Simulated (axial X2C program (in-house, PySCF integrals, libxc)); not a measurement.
## AlSi⁺: properties at the nuclei

Computed with an axial X2C code built on PySCF integrals: two-component X2C with atomic mean-field Coulomb and Gaunt terms, Gaussian nuclei, basis Si dyall-v3z, Al dyall-v3z with contracted cores.

R = 2.426 Å (near the PBE0 minimum at charge 1 of the determinant lowest at the starting distance; the state shown can have its own minimum elsewhere).

Input and command:
```json
{"zs": [14, 13], "q": 1, "bas": ["dyall-v3z", "dyall-v3z"], "r0": 2.42, "levels": ["PBE0", "HF", "LDA", "BP86", "BHandHLYP"], "nst": 3}
```
```bash
python soeom.py task.json out
```

Keys: zs atomic numbers; q charge; bas basis sets; r0 starting distance in Å; levels methods; nst determinants followed.

Determinant lowest in the PBE0 search, Ω = 1 (⟨Sz⟩ = 1.00, ⟨Lz⟩ = 0.00 at PBE0), spin on the atoms Si 0.80, Al 0.20:

```json
{"level": "PBE0", "Eeff magnitude (GV/cm)": "0.063", "Ws magnitude Si (kHz)": "0.00737", "Ws magnitude Al (kHz)": "0.0168", "A∥/gI Si (MHz)": "-93.6", "qzz Si (a.u.)": "1.01", "A∥/gI Al (MHz)": "-123", "qzz Al (a.u.)": "0.10"}
{"level": "HF", "Eeff magnitude (GV/cm)": "0.0025", "Ws magnitude Si (kHz)": "0.0624", "Ws magnitude Al (kHz)": "0.0625", "A∥/gI Si (MHz)": "36.5", "qzz Si (a.u.)": "0.13", "A∥/gI Al (MHz)": "-206", "qzz Al (a.u.)": "-0.65"}
{"level": "LDA", "Eeff magnitude (GV/cm)": "0.0323", "Ws magnitude Si (kHz)": "0.00267", "Ws magnitude Al (kHz)": "0.00969", "A∥/gI Si (MHz)": "-80.6", "qzz Si (a.u.)": "0.92", "A∥/gI Al (MHz)": "-94.5", "qzz Al (a.u.)": "0.17"}
{"level": "BP86", "Eeff magnitude (GV/cm)": "0.0294", "Ws magnitude Si (kHz)": "0.00129", "Ws magnitude Al (kHz)": "0.0099", "A∥/gI Si (MHz)": "-93", "qzz Si (a.u.)": "0.91", "A∥/gI Al (MHz)": "-87.8", "qzz Al (a.u.)": "0.15"}
{"level": "BHandHLYP", "Eeff magnitude (GV/cm)": "0.0839", "Ws magnitude Si (kHz)": "0.0128", "Ws magnitude Al (kHz)": "0.0193", "A∥/gI Si (MHz)": "-57.2", "qzz Si (a.u.)": "1.18", "A∥/gI Al (MHz)": "-106", "qzz Al (a.u.)": "0.08"}
```

Determinant 0.11 eV from it at PBE0 and this distance, Ω = 2 (⟨Sz⟩ = 1.00, ⟨Lz⟩ = 1.00 at PBE0), spin on the atoms Si 0.66, Al 0.34:

| level | Eeff magnitude (GV/cm) | Ws magnitude Si (kHz) | Ws magnitude Al (kHz) | A∥/gI Si (MHz) | qzz Si (a.u.) | A∥/gI Al (MHz) | qzz Al (a.u.) |
| --- | --- | --- | --- | --- | --- | --- | --- |
| PBE0 | 0.0836 | 0.0079 | 0.0235 | 75.6 | -1.26 | 80.9 | -0.85 |
| HF | 0.0785 | 0.0163 | 0.0309 | 68.6 | -1.15 | 46 | -0.94 |
| LDA | 0.0678 | 0.00765 | 0.0204 | 103 | -1.35 | 108 | -0.82 |
| BP86 | 0.0774 | 0.0073 | 0.0218 | 87.6 | -1.32 | 96.3 | -0.82 |
| BHandHLYP | 0.08 | 0.00968 | 0.0247 | 90.7 | -1.24 | 77.1 | -0.88 |

Eeff is the effective electric field on the electron electric dipole moment in this Ω state and Ws the scalar–pseudoscalar constant of the nucleus named (defined with the proton number Z and per Ω); A∥ (defined per Ω) follows by multiplying with gI = μI/(I μN); qzz is the electric field gradient, eQq0 = 234.96 MHz × Q/barn × qzz. The operators were transformed with the bare-nucleus X2C matrices; with these basis sets, hyperfine constants and field gradients can be off by tens of per cent, and where levels differ in sign neither size nor sign is settled.

Each state is one determinant with collinear spin, which with several unpaired electrons need not be a pure state. Unrestricted Hartree–Fock can overshoot spin polarisation at the nuclei. With several open shells hyperfine constants can be off by a factor of several. Where Eeff spreads by more than a factor of two the levels disagree and none is to be relied on. Open-shell Ω = 0 determinants with evenly filled partner blocks cannot be reached by this program, so the Ω shown need not be the lowest component. At BHandHLYP a later determinant lies lower. States lie within half an eV, so the first need not be the ground state. The sign of Ws at Si differs between levels in the first state. Further determinants of the search, some of them spin-mixed, are not shown. Where a field gradient or hyperfine factor spreads by more than a factor of two over the levels, a constant derived from it is not to be relied on. PBE0 term energies can be off by some tenths of an eV.
